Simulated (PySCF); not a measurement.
Gas-phase reaction: NO₂ = N + O₂

Computed with PySCF (xtb for GFN2) and rigid-rotor harmonic-oscillator thermochemistry at 1 bar. 'Table' is the NASA 1993 thermochemical table (part measured, part estimated). † marks an energy on the PBE0/def2-TZVP geometry and frequencies; other levels use their own. Open shells (unrestricted): NO₂ (multiplicity 2), N (multiplicity 4), O₂ (multiplicity 3). GFN2 has no spin-polarisation term.

Levels: a) BLYP/def2-TZVP†; b) ωB97X-V/def2-TZVP†; c) PBE0/def2-TZVP; d) PBE0/def2-SVP†; e) GFN2-xTB.

**Question.** Order the levels by the distance of their ΔH°(298 K) from the table for this reaction, closest first.

**Answer.** b (-0 kJ), c (+10 kJ), d (+17 kJ), a (+48 kJ), e (+592 kJ)

The table gives 438 kJ. The order holds for this reaction alone, and for the 1993 entries, some of which have been revised since.
